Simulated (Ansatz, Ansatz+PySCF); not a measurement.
```yaml
atoms:
  - { symbol: Si, position_ang: [0.0000, 0.0000, 0.0858] }
  - { symbol: H, position_ang: [1.5384, 0.0000, -0.4006] }
  - { symbol: H, position_ang: [-0.7692, 1.3323, -0.4006] }
  - { symbol: H, position_ang: [-0.7692, -1.3323, -0.4006] }
```

UHF on doublet SiH3 was run in several spherical basis sets with Ansatz (development build ahead of 0.2.0).

Q: Rank the basis sets by the total energy that they give, lowest first, with the distance from the lowest.
A. 6-31G(d)
B. def2-TZVP
C. def2-SVP
D. cc-pVDZ
E. cc-pVTZ

A: E (0.00 eV), B (0.12 eV), D (0.37 eV), A (1.00 eV), C (2.89 eV).

Totals follow the description of the cores as much as that of the bonds, so this order isn't one of quality for chemistry.
